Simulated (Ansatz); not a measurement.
# C3H4FN: a ladder of functionals and wavefunction methods

Aim: compute C3H4FN with functionals from several rungs and with coupled cluster. The yardstick is the atomisation energy at the CCSD(T) limit.

The runs use Ansatz 0.2.0, Gaussian basis; functionals in def2-TZVPP, the program's frozen cores in correlated methods.

Levels to be run: LDA (SPW92), PBE-D4, revPBE-D4, BLYP-D4, r2SCAN-D4, B97M-V, PBE0-D4, B3LYP-D4, r2SCANh-D4, r2SCAN0-D4, HSE06-D4, BHLYP-D4, CAM-B3LYP-D4, LC-ωPBE, ωB97X-V, ωB97M-V, B2PLYP, PBE-QIDH; CCSD(T)/def2-SVP; CCSD(T)/def2-TZVPP; MP2/def2-QZVPP; extrapolation to the limit; RPA on PBE.

### Step 1. The geometry

The geometry comes from an earlier relaxation with PBE0-D4 in a triple-zeta def2 set; it is a stationary point, not always the lowest conformer.

SMILES `N=C1CC1F`, 9 atoms, charge 0, spin multiplicity 1.

Atoms are counted from 1 here; the program's logs count them from 0.

Bond lengths: N1–C2 1.252 Å, N1–H6 1.022 Å, C2–C3 1.462 Å, C2–C4 1.464 Å, C3–C4 1.526 Å, C3–H7 1.086 Å, C3–H8 1.087 Å, C4–F5 1.361 Å, C4–H9 1.086 Å. Angles: C2–N1–H6 110.4°, N1–C2–C3 144.7°, N1–C2–C4 152.0°, C3–C2–C4 62.9°, C2–C3–C4 58.6°, C2–C3–H7 121.7°, C2–C3–H8 115.6°, C4–C3–H7 117.7°, C4–C3–H8 116.7°, H7–C3–H8 114.9°, C2–C4–C3 58.5°, C2–C4–F5 119.8°, C2–C4–H9 120.2°, C3–C4–F5 118.9°, C3–C4–H9 117.8°, F5–C4–H9 112.0°.

### Step 2. LDA

This LDA is Slater exchange with PW92 correlation.

Input file in.yaml:

```yaml
crystal:
  periodic: [false, false, false]
  atoms:
    - {symbol: N, position_ang: [-0.672660, 0.538793, 1.700769]}
    - {symbol: C, position_ang: [-0.207596, 0.117849, 0.617306]}
    - {symbol: C, position_ang: [0.997308, -0.360500, -0.059552]}
    - {symbol: C, position_ang: [-0.303609, -0.125791, -0.822906]}
    - {symbol: F, position_ang: [-0.380904, 0.926460, -1.682493]}
    - {symbol: H, position_ang: [-1.634715, 0.860229, 1.574972]}
    - {symbol: H, position_ang: [1.343137, -1.384117, 0.045914]}
    - {symbol: H, position_ang: [1.783640, 0.377188, -0.195860]}
    - {symbol: H, position_ang: [-0.836202, -0.996313, -1.195350]}
basis:
  gaussian: {orbitals: def2-TZVPP}
hamiltonian: {xc: lda}
output: {orbitals: {seedname: orbitals}}
```

The run is started by

```
ansatz run in.yaml --threads 2 --pin off --events-out ev --progress --plain --max-ram 4352MiB
```

The runs that follow: PBE-D4 (GGA); revPBE-D4 (GGA); BLYP-D4 (GGA); r2SCAN-D4 (meta-GGA); B97M-V (meta-GGA); PBE0-D4 (hybrid); B3LYP-D4 (hybrid); r2SCANh-D4 (hybrid); r2SCAN0-D4 (hybrid); HSE06-D4 (hybrid); BHLYP-D4 (hybrid); CAM-B3LYP-D4 (range-separated); LC-ωPBE (range-separated); ωB97X-V (range-separated); ωB97M-V (range-separated); B2PLYP (double hybrid); PBE-QIDH (double hybrid); CCSD(T) in def2-SVP; CCSD(T) in def2-TZVPP; MP2 in def2-QZVPP; RPA on PBE orbitals.

Before running them: what should the planned runs give, taken together? Wanted: atomisation energy, CCSD(T)/CBS; farthest beyond LDA; mean size of error, GGA; mean size of error, meta-GGA; mean size of error, hybrid; mean size of error, range-separated; mean size of error, double hybrid; gap, smallest and largest; T1 diagnostic.

The runs gave:

```
                               quantity                                      value
        atomisation energy, CCSD(T)/CBS                              3641.5 kJ/mol
 functionals within 18.2 kJ/mol (0.5 %)               r2SCANh-D4, B2PLYP, PBE-QIDH
                    farthest beyond LDA                     PBE-D4 (+186.6 kJ/mol)
                mean size of error, GGA                               102.7 kJ/mol
           mean size of error, meta-GGA                                30.1 kJ/mol
             mean size of error, hybrid                                61.2 kJ/mol
    mean size of error, range-separated                                38.8 kJ/mol
      mean size of error, double hybrid                                 9.0 kJ/mol
              gap, smallest and largest  3.67 eV (LDA (SPW92)), 11.47 eV (LC-ωPBE)
                          T1 diagnostic                                     0.0121
triples share of the correlation energy                                      4.1 %
```

The LDA atomisation energy is off by 688.6 kJ/mol (19 %): it overbinds. PBE-D4 misses by +186.6 kJ/mol. Double hybrids carry the basis error of their MP2 part in triple zeta, and no dispersion term here, so their miss is partly the set-up's. By mean error the best rung here is double hybrid (9.0 kJ/mol) and the worst beyond LDA is GGA (102.7 kJ/mol). Misses under about 18.2 kJ/mol are within the doubt on the reference itself, which lacks core-valence correlation, relativity and higher excitations. Hartree-Fock recovers 68 % of the binding; the rest is correlation. CCSD(T) in def2-SVP is off by -174.6 kJ/mol, worse than the median functional, from the basis alone. The gap grows from 3.7 to 11.5 eV across the functionals, mostly with the share of exact exchange.
